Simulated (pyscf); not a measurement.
# Four-centre exchange: H₂B–CH₃ + CH₄ -> CH₄ + H₂B–CH₃

Gas phase, singlet surface, charge 0. Bonds broken: C1–B2, C8–H9. Bonds formed: C1–H9, B2–C8. PySCF, gas phase, ωB97X-D3(BJ)/def2-SVP geometries. MP2 and CC: frozen core, UHF for open shells. ΔMP2 is the change of the MP2 total energy from the triple- to the quadruple-zeta basis.

Transition state (Å):

```xyz
12

C     -0.9574    -0.8711    -0.5043
B     -0.0152     0.3136     0.4012
H     -0.1565    -1.1770    -1.1895
H     -1.7899    -0.4868    -1.1143
H     -1.2899    -1.7679     0.0417
H      0.2542     1.2034    -0.3711
H      0.8409    -0.3035     0.9901
C     -1.0671     1.0150     1.6311
H     -1.2242     0.0204     0.5980
H     -1.4152     0.3447     2.4325
H     -1.9113     1.6269     1.2763
H     -0.3234     1.6951     2.0657
```

One imaginary mode, 1238i cm⁻¹; descent along it reached the two sides named.

```json
[
 {"bond": "C1–B2", "change": "breaks", "reactant side (Å)": "1.564", "saddle": "1.764", "product side": "3.2"},
 {"bond": "C8–H9", "change": "breaks", "reactant side (Å)": "1.099", "saddle": "1.443", "product side": "3.0"},
 {"bond": "C1–H9", "change": "forms", "reactant side (Å)": "3.0", "saddle": "1.443", "product side": "1.099"},
 {"bond": "B2–C8", "change": "forms", "reactant side (Å)": "3.2", "saddle": "1.764", "product side": "1.564"}
]
```

Electronic energies relative to the separated reactants (eV):

```json
[
 {"level": "ωB97X-D3(BJ)/def2-TZVP", "barrier": "1.42", "reaction energy": "0.00", "reverse barrier": "1.42"},
 {"level": "PBE/def2-TZVP", "barrier": "1.07", "reaction energy": "0.00", "reverse barrier": "1.07"},
 {"level": "r²SCAN/def2-TZVP", "barrier": "1.20", "reaction energy": "0.00", "reverse barrier": "1.20"},
 {"level": "B3LYP-D3(BJ)/def2-TZVP", "barrier": "1.46", "reaction energy": "0.00", "reverse barrier": "1.46"},
 {"level": "PBE0-D3(BJ)/def2-TZVP", "barrier": "1.15", "reaction energy": "0.00", "reverse barrier": "1.15"},
 {"level": "M06-2X/def2-TZVP", "barrier": "1.39", "reaction energy": "0.00", "reverse barrier": "1.39"},
 {"level": "ωB97M-D3(BJ)/def2-TZVP", "barrier": "1.40", "reaction energy": "0.00", "reverse barrier": "1.40"},
 {"level": "HF/def2-TZVP", "barrier": "2.51", "reaction energy": "0.00", "reverse barrier": "2.51"},
 {"level": "MP2/def2-QZVPP", "barrier": "1.31", "reaction energy": "0.00", "reverse barrier": "1.31"},
 {"level": "CCSD/def2-TZVPP", "barrier": "1.61", "reaction energy": "0.00", "reverse barrier": "1.61"},
 {"level": "CCSD(T)/def2-TZVPP", "barrier": "1.46", "reaction energy": "0.00", "reverse barrier": "1.46"},
 {"level": "CCSD(T)/def2-TZVPP + ΔMP2(QZVPP)", "barrier": "1.44", "reaction energy": "0.00", "reverse barrier": "1.44"}
]
```

With CCSD(T)/def2-TZVPP + ΔMP2(QZVPP) energies and thermal terms (ideal gas, 1 atm, RRHO with modes under 100 cm⁻¹ raised to 100, one conformer, R ln 2 for chiral ones without a mode under 150 cm⁻¹), in eV:

| T (K) | ΔH‡ | ΔG‡ | ΔH | ΔG |
|---|---|---|---|---|
| 298 | 1.47 | 1.94 | 0.00 | 0.00 |
| 600 | 1.47 | 2.42 | 0.00 | 0.00 |
| 900 | 1.49 | 2.90 | 0.00 | 0.00 |
| 1200 | 1.52 | 3.36 | 0.00 | 0.00 |

At the saddle there is also a short B–H contact that neither side keeps. The same reactants have a lower exit, to H₃C–BH–CH₃ + H₂ (barrier +1.04 eV at ωB97M-D3(BJ)/def2-TZVP, against +1.40 eV here). This is the saddle that the search found; another between the same sides may lie lower. The CCSD(T) − MP2 part came from Ansatz, without density fitting, on the same reference.
